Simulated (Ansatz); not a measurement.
# One shape, several levels: SiH4S (sulfanylsilane)

Aim: a comparison of 6 runs (HF/STO-3G, SVWN5/STO-3G, UB3LYP/STO-3G, r2SCAN0/STO-3G, CCSDTQ/STO-3G, CCSD(T)/STO-3G) of SiH4S (sulfanylsilane). 

Program for the calculation: Ansatz 0.2.0.

45 further runs of the same task are left out: 1 that didn't finish, 44 set aside as unsound or not needed.

## Step 1: The structure to begin with

SiH4S has 6 atoms, charge 0, and is taken as a singlet. As SMILES, `[SiH3]S`. The H6–S2 distance was set to 2.687 Å, away from the relaxed value. At this shape a bond of the SMILES string is far longer than usual.

Bond lengths: Si1–S2 2.137 Å, Si1–H3 1.485 Å, Si1–H4 1.482 Å, Si1–H5 1.485 Å. Angles: S2–Si1–H3 111.6°, S2–Si1–H4 104.8°, S2–Si1–H5 111.6°, H3–Si1–H4 110.0°, H3–Si1–H5 108.8°, H4–Si1–H5 110.0°.

## Step 2: A single-point energy at HF/STO-3G (run 1)

The input, input.yaml:

```yaml
crystal:
  periodic: [false, false, false]
  atoms:
    - {symbol: Si, position_ang: [0.211388, -1.539258, -0.615494]}
    - {symbol: S, position_ang: [1.288488, -1.288458, 1.213306]}
    - {symbol: H, position_ang: [-1.248612, -1.350158, -0.421094]}
    - {symbol: H, position_ang: [0.489788, -2.934158, -1.031994]}
    - {symbol: H, position_ang: [0.680988, -0.594658, -1.660594]}
    - {symbol: H, position_ang: [0.526100, 1.263300, 1.572300]}
basis:
  gaussian:
    orbitals: STO-3G
hamiltonian:
  xc: hf
accuracy: high
```

Run with:

```
$ ansatz run input.yaml --threads 1 --pin off --max-ram 2610MiB --events-out events.jsonl --progress --plain --runs-dir runs
```

Standard output:

```text
Warning: RAYON_NUM_THREADS=1 ignored (pool sized by the plan → 1); use --threads N
Functional definition: HF
  name "HF"
  exchange = exact_x
  correlation = 0
386 factors; integrals over basis functions are off by at most 1.8e-8 eV
mean field evaluation 1: about -18524.1474 eV, gradient 1.8e1 eV
mean field evaluation 2: about -18524.1506 eV, gradient 1.8e1 eV
mean field evaluation 4: about -18526.1989 eV, gradient 1.7e0 eV
mean field evaluation 8: about -18526.2177 eV, gradient 1.6e-2 eV
mean field -18526.21765920 eV, -680.8259414543 hartree, gradient 3.1e-8 eV, S^2 0.000000; 0 other end points of the search recorded, 0 dependent functions left out
reference -18526.21765920 eV, -680.8259414543 hartree; 17, 17 occupied and 5, 5 virtual orbitals, 386 factors
Total energy: -18526.21765920 eV, -680.8259414543 hartree
```

Run time: 0.1 s. Hardware: 1 thread of Arm Neoverse V2, shared host.

## Step 3: A single-point energy at SVWN5/STO-3G (run 2)

The input, run.yaml:

```yaml
crystal:
  periodic: [false, false, false]
  atoms:
    - {symbol: Si, position_ang: [0.211388, -1.539258, -0.615494]}
    - {symbol: S, position_ang: [1.288488, -1.288458, 1.213306]}
    - {symbol: H, position_ang: [-1.248612, -1.350158, -0.421094]}
    - {symbol: H, position_ang: [0.489788, -2.934158, -1.031994]}
    - {symbol: H, position_ang: [0.680988, -0.594658, -1.660594]}
    - {symbol: H, position_ang: [0.526100, 1.263300, 1.572300]}
basis:
  gaussian:
    orbitals: STO-3G
accuracy: high
hamiltonian:
  xc: {name: SVWN5}
```

Run with:

```
$ ansatz run run.yaml --threads 1 --pin off --max-ram 2610MiB --events-out events.jsonl --progress --plain --runs-dir runs
```

Standard output:

```text
Warning: RAYON_NUM_THREADS=1 ignored (pool sized by the plan → 1); use --threads N
Functional definition: SVWN5
  name "SVWN5"
  exchange = slater_x
  correlation = vwn5_c
386 factors; integrals over basis functions are off by at most 1.8e-8 eV
mean field evaluation 1: about -18487.8737 eV, gradient 2.0e1 eV
mean field evaluation 2: about -18478.7659 eV, gradient 2.4e1 eV
mean field evaluation 4: about -18487.3409 eV, gradient 1.8e1 eV
mean field evaluation 8: about -18489.5408 eV, gradient 5.9e-5 eV
mean field -18489.54083929 eV, -679.4780931831 hartree, gradient 2.1e-8 eV, S^2 0.000000; 0 other end points of the search recorded, 0 dependent functions left out
reference -18489.54084122 eV, -679.4780932539 hartree; 17, 17 occupied and 5, 5 virtual orbitals, 386 factors
Total energy: -18489.54084122 eV, -679.4780932539 hartree
```

Run time: 0.76 s. Hardware: 1 thread of Arm Neoverse V2, shared host; peak memory 0.096 GiB.

Runs 3 to 5 aren't shown in full; the table further down has their settings and results.

## Step 4: The energy at CCSD(T)/STO-3G (run 6)

The input, molecule.yaml:

```yaml
crystal:
  periodic: [false, false, false]
  atoms:
    - symbol: Si
      position_ang: [0.211388, -1.539258, -0.615494]
    - symbol: S
      position_ang: [1.288488, -1.288458, 1.213306]
    - symbol: H
      position_ang: [-1.248612, -1.350158, -0.421094]
    - symbol: H
      position_ang: [0.489788, -2.934158, -1.031994]
    - symbol: H
      position_ang: [0.680988, -0.594658, -1.660594]
    - symbol: H
      position_ang: [0.526100, 1.263300, 1.572300]
basis:
  gaussian: {orbitals: STO-3G}
accuracy: high
correlation: {method: ccsd_t, frozen_orbitals: {H: 0, S: 5, Si: 5}}
scf: {omitted_lower_state_checks: [cluster_reference, increment]}
```

Run with:

```
$ ansatz run molecule.yaml --threads 1 --pin off --max-ram 2610MiB --events-out events.jsonl --progress --plain --runs-dir runs
```

Standard output, cut to the lines that bear on the results:

```text
Warning: RAYON_NUM_THREADS=1 ignored (pool sized by the plan → 1); use --threads N
[... 2 set-up lines as earlier in the session ...]
[...]
386 factors; integrals over basis functions are off by at most 1.8e-8 eV
[...]
mean field -18526.21765920 eV, -680.8259414543 hartree, gradient 3.1e-8 eV, S^2 0.000000; 0 other end points of the search recorded, 0 dependent functions left out; unrestricted orbitals would lower it
10 core orbitals not correlated: weight in the atoms' cores, before any rotation towards them, 1.000 or more for the frozen orbitals, at most 0.000 for the correlated occupied ones
reference -18526.21765920 eV, -680.8259414543 hartree; 7, 7 occupied and 5, 5 virtual orbitals, 386 factors
second order -4.07032627 eV of doubles, -0.00000000 eV of singles
cycle   1  -3.55521244 eV  change    -1.4e0 eV  update   1.5e-1
[...]
cycle  34  -6.32726473 eV  change   4.7e-10 eV  update  1.7e-10
perturbative correction -0.05729508 eV, -0.0021055554 hartree
WARN: these amplitudes may be one of several solutions (largest doubles amplitude 0.69, level shift 10.36 eV)
Total energy: -18532.60221901 eV, -681.0605696997 hartree
Checks for a lower state left out: cluster_reference, increment
```

It took 0.16 s on 1 thread of Arm Neoverse V2, shared host.

## Step 5: All runs side by side

| run | level | frozen core orbitals | energy (Eh) | wall time |
| --- | --- | --- | --- | --- |
| 1 | HF/STO-3G | – | -680.825941 | 0.1 s |
| 2 | SVWN5/STO-3G | – | -679.478093 | 0.76 s |
| 3 | UB3LYP/STO-3G | – | -682.158321 | 5.4 s |
| 4 | r2SCAN0/STO-3G | – | -682.065361 | 2.6 s |
| 5 | CCSDTQ/STO-3G | 10 | -681.060638 | 3.6 s |
| 6 | CCSD(T)/STO-3G | 10 | -681.060570 | 0.16 s |

## Step 6: Summary of results

```
                                           quantity          value
                                run 6: total energy  -681.06057 Eh
run 6: correlation energy (10 core orbitals frozen)     -234.6 mEh
                              run 6: (T) correction      -2.11 mEh
                               run 6: T1 diagnostic          0.017
```

Below the HF energy at the same shape and in the same basis (STO-3G): CCSDTQ -234.7 mEh; CCSD(T) -234.6 mEh. Totals of different functionals can't be ranked against each other. In runs 5, 6 the log says that unrestricted orbitals would lower the reference, so the values rest on an unstable closed-shell determinant (other closed-shell runs at this shape may share the fault). In runs 1, 2, 3, 4, 5, 6 the basis is minimal, so the values are rough. In runs 1, 2, 4, 6 a closed-shell determinant meets a far-stretched bond, which it describes badly. Spin contamination of the reference: run 3 ⟨S²⟩ = 0.87. Where it is this large, the reference is a mixture of spin states, and values that rest on it are in doubt. All runs together took 13 s, the longest 5.4 s.
